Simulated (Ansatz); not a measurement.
**AlBH (quartet): the correlation ladder at distance B1–Al2 = 1.513 Å, 6-31G**

Aim: climb from Hartree-Fock through coupled cluster and multireference methods for AlBH (quartet) at one geometry and basis, and see what each rung misses.

Computed with Ansatz 0.2.0, Gaussian basis. Level: 6-31G, core rule «outside noble gas», up to 6 orbitals frozen.

To be run: UHF; CCSD(T) on ROHF; CCSD(T) on UHF; BCCD(T) on ROHF; CISD; CCSDT(Q) on ROHF; CCSDT(Q) on UHF; CISDTQ; CCSDTQ on ROHF; CCSDTQ on UHF; CASSCF and MRCISD+Q, 5 electrons in 5 orbitals; CASSCF and NEVPT2, 5 electrons in 5 orbitals; CASSCF and MRCISD+Q, 7 electrons in 9 orbitals; CASSCF and NEVPT4(SD), 7 electrons in 9 orbitals; CASSCF and NEVPT2, 7 electrons in 9 orbitals; Full CI.

16 further runs of the same task are left out: 1 for a known fault of the program, 10 that didn't finish, 5 set aside as unsound or not needed.

### Step 1. The geometry

The geometry derives from a PBE0/def2-TZVP stationary point (not a proven minimum). One bond is set to the value named and the two fragments are kept rigid.

3 atoms, charge 0, spin multiplicity 4.

Atoms are counted from 1 here; the program's logs count them from 0.

Bond lengths: B1–Al2 1.513 Å, Al2–H3 1.577 Å. Angles: B1–Al2–H3 180.0°.

### Step 2. UHF

The input, in.yaml:

```yaml
crystal:
  periodic: [false, false, false]
  atoms:
    - {symbol: B, position_ang: [0.000000, 0.000000, -1.534333]}
    - {symbol: Al, position_ang: [0.000000, 0.000000, -0.021333]}
    - {symbol: H, position_ang: [0.000000, 0.000000, 1.555667]}
basis:
  gaussian: {orbitals: 6-31G}
magnetization: {spin_polarized: true, initial_magnetization: 3}
hamiltonian: {xc: hf}
output: {orbitals: {seedname: orbitals}}
```

On the command line:

```
> ansatz run in.yaml --threads 1 --pin off --events-out ev --progress --plain --max-ram 2393MiB
```

The runs that follow: CCSD(T) on ROHF; CCSD(T) on UHF; BCCD(T) on ROHF; CISD; CCSDT(Q) on ROHF; CCSDT(Q) on UHF; CISDTQ; CCSDTQ on ROHF; CCSDTQ on UHF; CASSCF and MRCISD+Q, 5 electrons in 5 orbitals; CASSCF and NEVPT2, 5 electrons in 5 orbitals; CASSCF and MRCISD+Q, 7 electrons in 9 orbitals; CASSCF and NEVPT4(SD), 7 electrons in 9 orbitals; CASSCF and NEVPT2, 7 electrons in 9 orbitals; Full CI.

Q: Predict the results of all the runs planned. Wanted: FCI below the RHF energy; RMP2 from FCI; UMP2 from FCI; RCCSD from FCI; RCCSD(T) from FCI; UCCSD(T) from FCI; RCCSDT(Q) from FCI; UCCSDT(Q) from FCI; NEVPT2 pair from FCI.

As calculated:

| quantity | value |
| --- | --- |
| FCI below the RHF energy | -1.9872 eV |
| RMP2 from FCI | +598.3 meV |
| UMP2 from FCI | +593.8 meV |
| RCCSD from FCI | +63.7 meV |
| RCCSD(T) from FCI | +21.6 meV |
| UCCSD(T) from FCI | +21.0 meV |
| RCCSDT(Q) from FCI | +0.8 meV |
| UCCSDT(Q) from FCI | +0.2 meV |
| NEVPT2 pair from FCI | +568.9 meV |
| MRCISD+Q pair from FCI | +16.6 meV |
| NEVPT2 valence from FCI | +182.8 meV |
| levels within 1 kcal/mol (43 meV) | RCCSD(T), UCCSD(T), BCCD(T), RCCSDT, UCCSDT, CISDTQ, RCCSDT(Q), UCCSDT(Q), RCCSDTQ, UCCSDTQ, MRCISD+Q pair, NEVPT4(SD) valence, MRCISD valence, MRCISD+Q valence |
| T1 diagnostic | 0.021 |
| effectively unpaired electrons | 3.03 |

**Reading.** RCCSD(T) lands +21.6 meV from the yardstick (1.1 % of the correlation energy). One determinant dominates. Of the multireference levels listed MRCISD+Q valence comes nearest in total energy (+7.7 meV), which doesn't show that its space is the better one. These misses are within one basis, not against nature; the frozen cores of restricted and unrestricted runs differ, which can shift their rows.
